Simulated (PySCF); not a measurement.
**F, F⁺: ionisation energy in jorge-DZP-DKH**

Each state of fluorine is computed at each level; their differences give the ionisation energy. How far do the methods differ?

Method: unrestricted determinants in a Gaussian basis, no spin-orbit coupling in the energies. Code: PySCF 2.14.0.

6 further runs of the same task are left out: 6 that didn't finish.

**1. What is computed**

* Element: fluorine (Z = 9)
* Basis: jorge-DZP-DKH
* Hamiltonian: the spin-free X2C one-electron Hamiltonian (Gaussian nucleus)
* State 1: F: [He] 2s2 2p5, 2P determinant
* State 2: F⁺: [He] 2s2 2p4, high-spin 3P determinant
* Methods: UHF, MN15, r2SCAN, MP2, CCSD(T)
* Core shells frozen in the correlated runs: valence: 1s2 (for F)

Outer shells as boxes (Hund's rule):

F [He] 2s2 2p5
```
[He] core
2s [↑↓]
2p [↑↓][↑↓][↑ ]
```

F+ [He] 2s2 2p4
```
[He] core
2s [↑↓]
2p [↑↓][↑ ][↑ ]
```

One driver process ran all states and methods and kept the integrals in memory. Each run is shown as a PySCF script that sums up its settings (the driver passes frozen orbitals as a list and adds second-order terms of double hybrids); the logs are those of the runs themselves. The driver starts from symmetry-adapted Hartree-Fock orbitals, holds the occupation by maximum overlap and uses a logarithmic radial grid for functionals, so a plain start would take other cycles.

The driver's launch:

```sh
> OMP_NUM_THREADS=1 python atomrun2.py TASK.json OUT
```

The integrals over 15 functions and the set-up took 0.05 s of CPU time.

**2. F**

**UHF**

input.py reads:

```python
from pyscf import gto, scf, dft, mp, cc
import basis_set_exchange as bse
mol = gto.M(atom="F 0 0 0", charge=0, spin=1, symmetry="D2h",
            basis=gto.basis.parse(bse.get_basis("jorge-DZP-DKH", elements=["F"], fmt="nwchem", header=False)),
            nucmod="G")
mf = scf.UHF(mol).sfx2c1e()
mf.irrep_nelec = {'Ag': (2, 2), 'B1u': (1, 1), 'B2u': (1, 1), 'B3u': (1, 0)}
mf.kernel()
```

The log of the run:

```text
damping factor = 0
level_shift factor = 0
DIIS = <class 'pyscf.scf.diis.CDIIS'>
diis_start_cycle = 1
diis_space = 10
diis_damp = 0
SCF conv_tol = 1e-09
SCF conv_tol_grad = None
number electrons alpha = 5  beta = 4
cycle= 1 E= -99.4837817760333  delta_E= -0.00265  |g|= 0.0201  |ddm|= 0.0239
cycle= 2 E= -99.4838694665112  delta_E= -8.77e-05  |g|= 0.00387  |ddm|= 0.00475
cycle= 3 E= -99.4838738291727  delta_E= -4.36e-06  |g|= 0.000481  |ddm|= 0.00175
cycle= 4 E= -99.4838740503487  delta_E= -2.21e-07  |g|= 0.000165  |ddm|= 0.00067
cycle= 5 E= -99.4838740721121  delta_E= -2.18e-08  |g|= 4.28e-05  |ddm|= 0.000229
cycle= 6 E= -99.4838740738149  delta_E= -1.7e-09  |g|= 7.47e-06  |ddm|= 6.73e-05
cycle= 7 E= -99.483874073871  delta_E= -5.61e-11  |g|= 4.85e-07  |ddm|= 1.36e-05
converged SCF energy = -99.483874073871  <S^2> = 0.75229418  2S+1 = 2.0022929
```

Time after the integrals: 0.06 s (1 thread of Neoverse-V1, shared host).

The occupied shells:

```tsv
shell	electrons	mean orbital energy (eV)	spread (eV)	rms radius (bohr)
1s α	1	-719.20	0	0.204
1s β	1	-717.89	0	0.204
2s α	1	-45.417	0	1.10
2s β	1	-40.158	0	1.10
2p α	3	-20.784	3.015	1.23
2p β	2	-18.354	0	1.23
```

⟨S²⟩ = 0.752, ⟨L²⟩ = 2.01.

**MN15**

Changes to input.py:

```diff
@@ -5,3 +5,3 @@
             nucmod="G")
-mf = scf.UHF(mol).sfx2c1e()
+mf = dft.UKS(mol, xc="MN15").sfx2c1e()
 mf.irrep_nelec = {'Ag': (2, 2), 'B1u': (1, 1), 'B2u': (1, 1), 'B3u': (1, 0)}
```

The log of the run:

```text
damping factor = 0
level_shift factor = 0
DIIS = <class 'pyscf.scf.diis.CDIIS'>
diis_start_cycle = 1
diis_space = 10
diis_damp = 0
SCF conv_tol = 1e-09
SCF conv_tol_grad = None
number electrons alpha = 5  beta = 4
XC functionals = MN15
    H. S. Yu, X. He, S. L. Li, and D. G. Truhlar.,  Chem. Sci. 7, 5032-5051 (2016)
    H. S. Yu, X. He, S. L. Li, and D. G. Truhlar.,  Chem. Sci. 7, 5032-5051 (2016)
cycle= 1 E= -99.7742823462723  delta_E= -0.00398  |g|= 0.0254  |ddm|= 0.0664
cycle= 2 E= -99.7743277803771  delta_E= -4.54e-05  |g|= 0.00738  |ddm|= 0.0119
cycle= 3 E= -99.7743391475112  delta_E= -1.14e-05  |g|= 0.00302  |ddm|= 0.00625
cycle= 4 E= -99.7743422448731  delta_E= -3.1e-06  |g|= 0.000315  |ddm|= 0.00218
cycle= 5 E= -99.7743422948774  delta_E= -5e-08  |g|= 2.23e-05  |ddm|= 0.000335
cycle= 6 E= -99.7743422951445  delta_E= -2.67e-10  |g|= 5.46e-07  |ddm|= 2.61e-05
converged SCF energy = -99.7743422951445  <S^2> = 0.75037146  2S+1 = 2.0003714
```

It took 0.17 s on 1 thread of Neoverse-V1, shared host, the integrals not counted.

**r2SCAN**

Changes to input.py:

```diff
@@ -5,3 +5,3 @@
             nucmod="G")
-mf = dft.UKS(mol, xc="MN15").sfx2c1e()
+mf = dft.UKS(mol, xc="R2SCAN").sfx2c1e()
 mf.irrep_nelec = {'Ag': (2, 2), 'B1u': (1, 1), 'B2u': (1, 1), 'B3u': (1, 0)}
```

The log of the run:

```text
damping factor = 0
level_shift factor = 0
DIIS = <class 'pyscf.scf.diis.CDIIS'>
diis_start_cycle = 1
diis_space = 10
diis_damp = 0
SCF conv_tol = 1e-09
SCF conv_tol_grad = None
number electrons alpha = 5  beta = 4
XC functionals = R2SCAN
    J. W. Furness, A. D. Kaplan, J. Ning, J. P. Perdew, and J. Sun.,  J. Phys. Chem. Lett. 11, 8208-8215 (2020)
    J. W. Furness, A. D. Kaplan, J. Ning, J. P. Perdew, and J. Sun.,  J. Phys. Chem. Lett. 11, 9248-9248 (2020)
    J. W. Furness, A. D. Kaplan, J. Ning, J. P. Perdew, and J. Sun.,  J. Phys. Chem. Lett. 11, 8208-8215 (2020)
    J. W. Furness, A. D. Kaplan, J. Ning, J. P. Perdew, and J. Sun.,  J. Phys. Chem. Lett. 11, 9248-9248 (2020)
cycle= 1 E= -99.7987021256124  delta_E= -0.00235  |g|= 0.00951  |ddm|= 0.0304
cycle= 2 E= -99.7987187806801  delta_E= -1.67e-05  |g|= 0.00637  |ddm|= 0.00954
cycle= 3 E= -99.7987320674799  delta_E= -1.33e-05  |g|= 0.00146  |ddm|= 0.00518
cycle= 4 E= -99.7987329106009  delta_E= -8.43e-07  |g|= 9.81e-05  |ddm|= 0.00116
cycle= 5 E= -99.7987329195336  delta_E= -8.93e-09  |g|= 7.66e-06  |ddm|= 0.000172
cycle= 6 E= -99.7987329195622  delta_E= -2.86e-11  |g|= 2.23e-07  |ddm|= 8.2e-06
converged SCF energy = -99.7987329195622  <S^2> = 0.75136393  2S+1 = 2.0013635
```

Time after the integrals: 0.17 s (1 thread of Neoverse-V1, shared host).

**MP2 (valence)**

Changes to input.py:

```diff
@@ -5,4 +5,5 @@
             nucmod="G")
-mf = dft.UKS(mol, xc="R2SCAN").sfx2c1e()
+mf = scf.UHF(mol).sfx2c1e()
 mf.irrep_nelec = {'Ag': (2, 2), 'B1u': (1, 1), 'B2u': (1, 1), 'B3u': (1, 0)}
 mf.kernel()
+mp.UMP2(mf, frozen=1).kernel()
```

No log was kept for this step.

Time after the integrals: 0.01 s (1 thread of Neoverse-V1, shared host).

With 7 electrons correlated, the MP2 correlation energy is -0.13303 hartree (-0.03360 same spin, -0.09943 opposite spin); the SCS form gives -0.13052. Largest pairs of shells: 2p-2p -0.0832, 2s-2p -0.0419, 2s-2s -0.0079.

**CCSD(T) (valence)**

Changes to input.py:

```diff
@@ -8,2 +8,3 @@
 mf.kernel()
-mp.UMP2(mf, frozen=1).kernel()
+mycc = cc.CCSD(mf, frozen=1).run()
+mycc.ccsd_t()
```

The log of the run:

```text
CC2 = 0
CCSD nocc = (np.int64(4), np.int64(3)), nmo = (14, 14)
frozen orbitals [[0], [0]]
max_cycle = 100
direct = 0
conv_tol = 1e-08
conv_tol_normt = 1e-06
diis_space = 8
diis_start_cycle = 0
Init t2, MP2 energy = -0.133029199631986
Init E_corr(UCCSD) = -0.133029199632077
cycle = 1  E_corr(UCCSD) = -0.141061016168771  dE = -0.00803181654  norm(t1,t2) = 0.0248199
cycle = 2  E_corr(UCCSD) = -0.14288093482019  dE = -0.00181991865  norm(t1,t2) = 0.00631465
cycle = 3  E_corr(UCCSD) = -0.143513828210752  dE = -0.000632893391  norm(t1,t2) = 0.0028903
cycle = 4  E_corr(UCCSD) = -0.143540934686168  dE = -2.71064754e-05  norm(t1,t2) = 0.000863043
cycle = 5  E_corr(UCCSD) = -0.143522314020546  dE = 1.86206656e-05  norm(t1,t2) = 0.000286998
cycle = 6  E_corr(UCCSD) = -0.143526479547022  dE = -4.16552648e-06  norm(t1,t2) = 4.15964e-05
cycle = 7  E_corr(UCCSD) = -0.143526377326624  dE = 1.02220398e-07  norm(t1,t2) = 6.3775e-06
cycle = 8  E_corr(UCCSD) = -0.143526403512713  dE = -2.61860888e-08  norm(t1,t2) = 1.19e-06
cycle = 9  E_corr(UCCSD) = -0.143526400807229  dE = 2.70548384e-09  norm(t1,t2) = 2.14496e-07
UCCSD converged
E(UCCSD) = -99.62740047467828  E_corr = -0.1435264008072291
UCCSD(T) correction = -0.00165559931381251
```

It took 0.1 s on 1 thread of Neoverse-V1, shared host, the integrals not counted.

CCSD correlation -0.14353 hartree, triples -0.00166; total -99.629056. T1 = 0.005, largest double amplitude 0.049.

Radial density 4πr²ρ of F at UHF:

```tsv
r (bohr)	density	spin density
0.00254	0.0362	0.000
0.00427	0.100	0.000
0.00718	0.268	0.000
0.0121	0.680	0.000
0.0203	1.64	0.000
0.0342	3.60	0.001
0.0575	6.71	0.004
0.0967	9.47	0.021
0.163	8.64	0.091
0.274	4.81	0.312
0.460	4.71	0.743
0.774	6.29	0.925
1.30	3.49	0.463
2.19	0.654	0.067
3.68	0.0235	0.003
```

**3. F⁺**

**UHF**

input.py reads:

```python
from pyscf import gto, scf, dft, mp, cc
import basis_set_exchange as bse
mol = gto.M(atom="F 0 0 0", charge=1, spin=2, symmetry="D2h",
            basis=gto.basis.parse(bse.get_basis("jorge-DZP-DKH", elements=["F"], fmt="nwchem", header=False)),
            nucmod="G")
mf = scf.UHF(mol).sfx2c1e()
mf.irrep_nelec = {'Ag': (2, 2), 'B1u': (1, 0), 'B2u': (1, 1), 'B3u': (1, 0)}
mf.kernel()
```

The log of the run:

```text
damping factor = 0
level_shift factor = 0
DIIS = <class 'pyscf.scf.diis.CDIIS'>
diis_start_cycle = 1
diis_space = 10
diis_damp = 0
SCF conv_tol = 1e-09
SCF conv_tol_grad = None
number electrons alpha = 5  beta = 3
cycle= 1 E= -98.9074004339587  delta_E= -0.00297  |g|= 0.0215  |ddm|= 0.0255
cycle= 2 E= -98.9075009730165  delta_E= -0.000101  |g|= 0.00413  |ddm|= 0.00506
cycle= 3 E= -98.9075054977797  delta_E= -4.52e-06  |g|= 0.000357  |ddm|= 0.00166
cycle= 4 E= -98.9075056078128  delta_E= -1.1e-07  |g|= 4.82e-05  |ddm|= 0.000517
cycle= 5 E= -98.907505609502  delta_E= -1.69e-09  |g|= 1.12e-05  |ddm|= 6.41e-05
cycle= 6 E= -98.9075056095779  delta_E= -7.59e-11  |g|= 1.4e-06  |ddm|= 1.36e-05
converged SCF energy = -98.9075056095779  <S^2> = 2.003869  2S+1 = 3.0025782
```

It took 0.05 s on 1 thread of Neoverse-V1, shared host, the integrals not counted.

The occupied shells:

```tsv
shell	electrons	mean orbital energy (eV)	spread (eV)	rms radius (bohr)
1s α	1	-740.92	0	0.204
1s β	1	-738.03	0	0.204
2s α	1	-65.421	0	1.06
2s β	1	-54.384	0	1.06
2p α	3	-40.780	3.255	1.10
2p β	1	-35.629	0	1.10
```

⟨S²⟩ = 2.004, ⟨L²⟩ = 2.01.

**MN15**

Changes to input.py:

```diff
@@ -5,3 +5,3 @@
             nucmod="G")
-mf = scf.UHF(mol).sfx2c1e()
+mf = dft.UKS(mol, xc="MN15").sfx2c1e()
 mf.irrep_nelec = {'Ag': (2, 2), 'B1u': (1, 0), 'B2u': (1, 1), 'B3u': (1, 0)}
```

The log of the run:

```text
damping factor = 0
level_shift factor = 0
DIIS = <class 'pyscf.scf.diis.CDIIS'>
diis_start_cycle = 1
diis_space = 10
diis_damp = 0
SCF conv_tol = 1e-09
SCF conv_tol_grad = None
number electrons alpha = 5  beta = 3
XC functionals = MN15
    H. S. Yu, X. He, S. L. Li, and D. G. Truhlar.,  Chem. Sci. 7, 5032-5051 (2016)
    H. S. Yu, X. He, S. L. Li, and D. G. Truhlar.,  Chem. Sci. 7, 5032-5051 (2016)
cycle= 1 E= -99.129956077839  delta_E= -0.00499  |g|= 0.0287  |ddm|= 0.0831
cycle= 2 E= -99.13003716621  delta_E= -8.11e-05  |g|= 0.00662  |ddm|= 0.0146
cycle= 3 E= -99.1300462628179  delta_E= -9.1e-06  |g|= 0.00121  |ddm|= 0.00458
cycle= 4 E= -99.1300467647832  delta_E= -5.02e-07  |g|= 0.000175  |ddm|= 0.00102
cycle= 5 E= -99.1300467781595  delta_E= -1.34e-08  |g|= 8.4e-06  |ddm|= 0.000166
cycle= 6 E= -99.1300467782012  delta_E= -4.17e-11  |g|= 2.29e-07  |ddm|= 1.03e-05
converged SCF energy = -99.1300467782012  <S^2> = 2.0004768  2S+1 = 3.0003179
```

It took 0.16 s on 1 thread of Neoverse-V1, shared host, the integrals not counted.

**r2SCAN**

Changes to input.py:

```diff
@@ -5,3 +5,3 @@
             nucmod="G")
-mf = dft.UKS(mol, xc="MN15").sfx2c1e()
+mf = dft.UKS(mol, xc="R2SCAN").sfx2c1e()
 mf.irrep_nelec = {'Ag': (2, 2), 'B1u': (1, 0), 'B2u': (1, 1), 'B3u': (1, 0)}
```

The log of the run:

```text
damping factor = 0
level_shift factor = 0
DIIS = <class 'pyscf.scf.diis.CDIIS'>
diis_start_cycle = 1
diis_space = 10
diis_damp = 0
SCF conv_tol = 1e-09
SCF conv_tol_grad = None
number electrons alpha = 5  beta = 3
XC functionals = R2SCAN
    J. W. Furness, A. D. Kaplan, J. Ning, J. P. Perdew, and J. Sun.,  J. Phys. Chem. Lett. 11, 8208-8215 (2020)
    J. W. Furness, A. D. Kaplan, J. Ning, J. P. Perdew, and J. Sun.,  J. Phys. Chem. Lett. 11, 9248-9248 (2020)
    J. W. Furness, A. D. Kaplan, J. Ning, J. P. Perdew, and J. Sun.,  J. Phys. Chem. Lett. 11, 8208-8215 (2020)
    J. W. Furness, A. D. Kaplan, J. Ning, J. P. Perdew, and J. Sun.,  J. Phys. Chem. Lett. 11, 9248-9248 (2020)
cycle= 1 E= -99.1557193972597  delta_E= -0.00274  |g|= 0.00934  |ddm|= 0.0372
cycle= 2 E= -99.1557443773183  delta_E= -2.5e-05  |g|= 0.00311  |ddm|= 0.00765
cycle= 3 E= -99.155747507659  delta_E= -3.13e-06  |g|= 0.000828  |ddm|= 0.00283
cycle= 4 E= -99.1557477604449  delta_E= -2.53e-07  |g|= 4.04e-05  |ddm|= 0.000677
cycle= 5 E= -99.1557477616225  delta_E= -1.18e-09  |g|= 2.47e-06  |ddm|= 5.89e-05
cycle= 6 E= -99.1557477616249  delta_E= -2.34e-12  |g|= 7.67e-08  |ddm|= 2.26e-06
converged SCF energy = -99.1557477616249  <S^2> = 2.002429  2S+1 = 3.0016189
```

Time after the integrals: 0.16 s (1 thread of Neoverse-V1, shared host).

**MP2 (valence)**

Changes to input.py:

```diff
@@ -5,4 +5,5 @@
             nucmod="G")
-mf = dft.UKS(mol, xc="R2SCAN").sfx2c1e()
+mf = scf.UHF(mol).sfx2c1e()
 mf.irrep_nelec = {'Ag': (2, 2), 'B1u': (1, 0), 'B2u': (1, 1), 'B3u': (1, 0)}
 mf.kernel()
+mp.UMP2(mf, frozen=1).kernel()
```

No log was kept for this step.

It took 0.01 s on 1 thread of Neoverse-V1, shared host, the integrals not counted.

With 6 electrons correlated, the MP2 correlation energy is -0.09038 hartree (-0.02132 same spin, -0.06906 opposite spin); the SCS form gives -0.08998. Largest pairs of shells: 2s-2p -0.0421, 2p-2p -0.0406, 2s-2s -0.0077.

**CCSD(T) (valence)**

Changes to input.py:

```diff
@@ -8,2 +8,3 @@
 mf.kernel()
-mp.UMP2(mf, frozen=1).kernel()
+mycc = cc.CCSD(mf, frozen=1).run()
+mycc.ccsd_t()
```

The log of the run:

```text
CC2 = 0
CCSD nocc = (np.int64(4), np.int64(2)), nmo = (14, 14)
frozen orbitals [[0], [0]]
max_cycle = 100
direct = 0
conv_tol = 1e-08
conv_tol_normt = 1e-06
diis_space = 8
diis_start_cycle = 0
Init t2, MP2 energy = -0.0903768301922331
Init E_corr(UCCSD) = -0.0903768301931337
cycle = 1  E_corr(UCCSD) = -0.100860704440694  dE = -0.0104838742  norm(t1,t2) = 0.0210043
cycle = 2  E_corr(UCCSD) = -0.102770208861184  dE = -0.00190950442  norm(t1,t2) = 0.00601818
cycle = 3  E_corr(UCCSD) = -0.103482640809218  dE = -0.000712431948  norm(t1,t2) = 0.00251221
cycle = 4  E_corr(UCCSD) = -0.103450659151015  dE = 3.19816582e-05  norm(t1,t2) = 0.000681488
cycle = 5  E_corr(UCCSD) = -0.103459575467519  dE = -8.9163165e-06  norm(t1,t2) = 0.000103112
cycle = 6  E_corr(UCCSD) = -0.103459132337977  dE = 4.43129543e-07  norm(t1,t2) = 1.48062e-05
cycle = 7  E_corr(UCCSD) = -0.103459172158152  dE = -3.98201754e-08  norm(t1,t2) = 2.83201e-06
cycle = 8  E_corr(UCCSD) = -0.103459164563376  dE = 7.59477596e-09  norm(t1,t2) = 6.27546e-07
UCCSD converged
E(UCCSD) = -99.01096477414127  E_corr = -0.1034591645633761
UCCSD(T) correction = -0.000881895099503618
```

It took 0.09 s on 1 thread of Neoverse-V1, shared host, the integrals not counted.

CCSD correlation -0.10346 hartree, triples -0.00088; total -99.011847. T1 = 0.005, largest double amplitude 0.037.

Radial density 4πr²ρ of F⁺ at UHF:

```tsv
r (bohr)	density	spin density
0.00254	0.0364	0.000
0.00427	0.101	0.000
0.00718	0.269	0.000
0.0121	0.683	0.000
0.0203	1.65	0.001
0.0342	3.62	0.002
0.0575	6.73	0.010
0.0967	9.50	0.046
0.163	8.64	0.203
0.274	4.74	0.691
0.460	4.58	1.627
0.774	5.93	1.964
1.30	2.84	0.882
2.19	0.350	0.086
3.68	0.00843	0.003
```

**4. How the shells move**

Highest occupied Hartree-Fock shell of each state: F 2p β at -18.354 eV; F⁺ 2p β at -35.629 eV.

**5. The energy differences**

Ionisation energy: F [He] 2s2 2p5 (2P) → F⁺ [He] 2s2 2p4 (3P).

```tsv
method	value (eV)	error (eV)	CPU time, both states (s)
UHF	15.684	-1.743	0.11
MN15	17.532	+0.105	0.33
r2SCAN	17.497	+0.070	0.33
MP2 (valence)	16.844	-0.583	0.11
SCS-MP2 (valence)	16.787	-0.640	0.11
CCSD (valence)	16.774	-0.653	
CCSD(T) (valence)	16.795	-0.632	0.3
```

Reference: 17.427 eV (measured; NIST levels, between the centres of gravity of the two terms). Errors of the correlated levels include the incompleteness of this basis.

Times are CPU seconds on a shared host without the integrals; correlated rows include their Hartree-Fock run, whose time holds the symmetry-adapted start and any spin-orbit constants, while functionals begin from orbitals already made.

**6. What came out**

```
            quantity                                                      value
ionisation energy, F  UHF 15.684, CCSD(T) (valence) 16.795 eV; reference 17.427
```

Each level's miss and price (over 1 difference):

```tsv
method	mean absolute miss against the measured value (with the measured fine structure taken into account where it is known) (eV)	CPU time, both states (s)
UHF	1.743	0.11
MN15	0.105	0.33
r2SCAN	0.070	0.33
MP2 (valence)	0.583	0.11
SCS-MP2 (valence)	0.640	0.11
CCSD (valence)	0.653	
CCSD(T) (valence)	0.632	0.3
```

r2SCAN lands nearest to the measured value (off by 0.07 eV); UHF misses by most (1.74 eV). Hartree-Fock falls short because the species with more electrons holds more correlation energy, which it lacks. The basis is finite, and no extrapolation was made.
